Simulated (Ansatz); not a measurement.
Cartesian coordinates in Å:
```
C 0.2589 0.8607 -0.9845
C 0.6005 -0.0137 0.2206
Al -0.8637 -1.0470 1.0102
H 1.1308 1.4028 -1.3632
H -0.5034 1.6053 -0.7396
H -0.1383 0.2686 -1.8134
H 1.0373 0.5959 1.0242
H 1.3995 -0.7237 -0.0351
H -0.5819 -1.9901 2.2609
H -2.3396 -0.9588 0.4199
```

The species carries charge 0 and has multiplicity 1.

(1) List the ωB97M-V/def2-TZVPP orbital energies in eV (the Gaussian-basis code of Ansatz). (Estimate.)

Answers

(1) Computed: Occupied: -1531.73, -281.14, -280.80, -116.36, -76.05, -75.83, -75.81, -23.61, -19.65, -14.70, -14.52, -13.35, -12.60, -11.99, -10.49, -9.76. Lowest empty: 0.26, 1.98, 2.86, 3.06, 3.84, 4.24, 4.86, 5.01.
